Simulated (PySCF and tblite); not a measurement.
The numbers below are computed, except where a source is named.
Stationary points of C2H5FS2 at PBE0-D3(BJ)/def2-SVP, in Å:

Structure A

```
 1 C     1.787   -0.305   -0.108
 2 S     0.575   -0.952    1.074
 3 S    -0.752    0.621    1.213
 4 C    -1.791    0.333   -0.231
 5 F    -1.155    0.615   -1.405
 6 H     1.308   -0.094   -1.072
 7 H     2.272    0.599    0.286
 8 H     2.542   -1.097   -0.233
 9 H    -2.115   -0.719   -0.242
10 H    -2.661    1.003   -0.113
```

Structure B

```
 1 C     2.174   -0.355    0.132
 2 S     0.485   -0.958   -0.042
 3 S    -0.478    0.910    0.193
 4 C    -2.163    0.376   -0.105
 5 F    -2.445    0.136   -1.412
 6 H     2.422    0.368   -0.659
 7 H     2.346    0.089    1.123
 8 H     2.818   -1.239    0.021
 9 H    -2.373   -0.533    0.482
10 H    -2.787    1.207    0.266
```

Structure C

```
 1 C     1.859   -0.422    0.125
 2 S     0.723   -0.621   -1.273
 3 S    -0.481    1.044   -1.084
 4 C    -1.845    0.419   -0.079
 5 F    -2.692   -0.386   -0.768
 6 H     2.417    0.521    0.048
 7 H     1.329   -0.473    1.086
 8 H     2.564   -1.265    0.062
 9 H    -1.445   -0.130    0.788
10 H    -2.383    1.322    0.264
```

The path came from a restrained scan, a climbing-image band and a saddle search at GFN2-xTB; energies are PBE0/pcSseg-1 + D3(BJ)//PBE0-D3(BJ)/def2-SVP, thermal terms GFN2-xTB.

Which structure is a saddle point, and along which motion?

B: one imaginary mode (55i cm⁻¹ at GFN2-xTB, mostly on C1, S2, F5), along the rotation about the S2–S3 bond (torsion C1–S2–S3–C4 from 83° to 268°, rising).

Give their symmetry and energies above the lowest.

A C1, 0.0 kcal/mol; B C1, 8.1 kcal/mol; C C1, 2.0 kcal/mol.
